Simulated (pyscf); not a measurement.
# Four-centre exchange: `[OH][AsH][OH]` + `[GaH3]` → `[OH][AsH][O][GaH2]` + `[H][H]`

Gas phase, singlet surface, charge 0. Bonds broken: O1–H4, Ga7–H8. Bonds formed: O1–Ga7, H4–H8. PySCF, gas phase, ωB97X-D3(BJ)/def2-SVP geometries.

Transition state (Å):

```xyz
10

O     -1.2055    -0.8822    -0.3871
As    -2.5258    -0.0043     0.4402
O     -1.4323     1.2539     1.1316
H     -0.7908    -0.9918    -1.5450
H     -2.4641    -0.8437     1.7108
H     -1.5499     2.0897     0.6608
Ga     0.4300     0.2038    -0.7497
H      0.0069    -0.8203    -2.1923
H      0.0955     1.6462    -1.2491
H      1.6706    -0.3300     0.0160
```

One imaginary mode, 1352i cm⁻¹; descent along it reached the two sides named, in the forms told below.

```
bond    change  reactant side (Å)  saddle  product side
------  ------  -----------------  ------  ------------
O1–H4   breaks              0.969   1.235         2.551
Ga7–H8  breaks              1.580   1.819           2.9
O1–Ga7   forms              2.128   1.996         1.894
H4–H8    forms              2.584   1.042         0.762
```

Electronic energies relative to the separated reactants (kcal/mol):

| level | barrier | reaction energy | reverse barrier |
|---|---|---|---|
| ωB97X-D3(BJ)/def2-TZVP | 6.0 | -23.5 | 29.5 |
| PBE/def2-TZVP | 5.0 | -17.7 | 22.7 |
| r²SCAN/def2-TZVP | 3.3 | -21.7 | 25.0 |
| B3LYP-D3(BJ)/def2-TZVP | 7.5 | -19.1 | 26.6 |
| PBE0-D3(BJ)/def2-TZVP | 5.8 | -18.5 | 24.3 |
| M06-2X/def2-TZVP | 4.2 | -25.5 | 29.7 |
| ωB97M-D3(BJ)/def2-TZVP | 9.4 | -18.2 | 27.6 |
| HF/def2-TZVP | 24.9 | -13.9 | 38.8 |

With ωB97M-D3(BJ)/def2-TZVP energies and thermal terms (ideal gas, 1 atm, RRHO with modes under 100 cm⁻¹ raised to 100, one conformer, R ln 2 for chiral ones without a mode under 150 cm⁻¹), in kcal/mol:

| T (K) | ΔH‡ | ΔG‡ | ΔH | ΔG |
|---|---|---|---|---|
| 298 | 8.1 | 19.5 | -20.2 | -16.7 |
| 600 | 8.3 | 30.9 | -19.1 | -13.6 |
| 900 | 8.9 | 42.1 | -18.2 | -11.1 |
| 1200 | 9.7 | 53.1 | -17.6 | -8.8 |

On the reactant side the descent ends in an adduct with a Ga–O contact, 16.4 kcal/mol under the separated species and 22.4 kcal/mol under the saddle at ωB97X-D3(BJ)/def2-TZVP. On the product side the descent ends in an adduct with a As–Ga, Ga–O contact, 1.5 kcal/mol under the separated species and 31.0 kcal/mol under the saddle at ωB97X-D3(BJ)/def2-TZVP. What is counted as formed (Ga–O) is already present as a longer contact in the reactant adduct; forming that adduct is a step of its own. At the saddle there is also a short Ga–H contact that neither side keeps. HO–AsH–O–GaH₂ is closed by a dative Ga–O, As–Ga contact. One saddle was located; it need not be the lowest between these sides. Elements up to Kr have no core potential and no relativistic terms here.
